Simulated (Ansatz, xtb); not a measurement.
Relative energy of two isomers of AlFH4Si

We compare a, `F[SiH2][AlH2]`, a singlet, with b, `[F][AlH][SiH3]`, a singlet. Both are isolated molecules in the gas phase, relaxed with PBE0-D4/def2-TZVP; the shapes shown needn't be the lowest conformers.

a (Å):

```xyz
7

Al    1.4511    2.1626    2.4903
F    -1.3728    2.0289    0.5857
Si   -0.0208    1.1703    0.7761
H     0.6397    1.0960   -0.5598
H    -0.4337   -0.2207    1.1241
H     2.8306    1.4378    2.8025
H     1.0569    3.4848    3.2734
```

b (Å):

```tsv
atom	x (Å)	y (Å)	z (Å)
Al	-0.4351	1.9462	0.6287
F	-1.9579	1.7205	1.2324
Si	1.4156	1.3326	2.1111
H	-0.3498	2.5324	-0.8381
H	2.7356	1.5890	1.4704
H	1.3493	-0.1130	2.4663
H	1.3587	2.1147	3.3781
```

Quicker runs give these differences E(b) − E(a): GFN2-xTB −1.021 eV; HF/STO-3G −1.173 eV (at GFN2-xTB geometries); r2SCAN-D4/def2-SVP −1.099 eV (at GFN2-xTB geometries).

Estimate E(b) − E(a) at the level CCSD(T)/def2-TZVP.

Calculated at CCSD(T)/def2-TZVP: E(b) − E(a) = −0.832 eV, so structure b lies lower.

The same difference at several levels:

```tsv
level	geometry	E(b) − E(a) (eV)	departure from the last row (eV)	job, with rough time for the two
GFN2-xTB	GFN2-xTB	−1.021	−0.188	optimisation, 0.088 s
HF/STO-3G	GFN2-xTB	−1.173	−0.341	single point, 0.16 s
r2SCAN-D4/def2-SVP	GFN2-xTB	−1.099	−0.266	single point, 1.1 s
PBE0-D4/def2-TZVP	PBE0-D4/def2-TZVP	−0.810	+0.022	optimisation, 23 s
HF/def2-TZVP	PBE0-D4/def2-TZVP	−0.705	+0.128	part of the CCSD(T) run
MP2/def2-TZVP	PBE0-D4/def2-TZVP	−0.849	−0.017	part of the CCSD(T) run
CCSD(T)/def2-TZVP	PBE0-D4/def2-TZVP	−0.832		single point, 7.8 s
```

As drawn, b has 1 Al–F, 1 Si–H in place of 1 F–Si, 1 Al–H.

The levels shown agree on the order. The largest departure from CCSD(T)/def2-TZVP is that of HF/STO-3G, 0.341 eV.

With harmonic frequencies from PBE0-D4/def2-TZVP (ideal gas, rigid rotor, one conformer each, 600 K, 1 atm): on the last row, ΔE + ΔZPE = −0.814 eV. A mode under 50 cm⁻¹ makes harmonic enthalpies and free energies unreliable, so none is given.

The correlated steps freeze 11 core orbitals. Run with Ansatz 0.2.0, xtb 6.7.1; the last row on 2 threads of Intel(R) Xeon(R) 6975P-C (Granite Rapids) on a shared host.
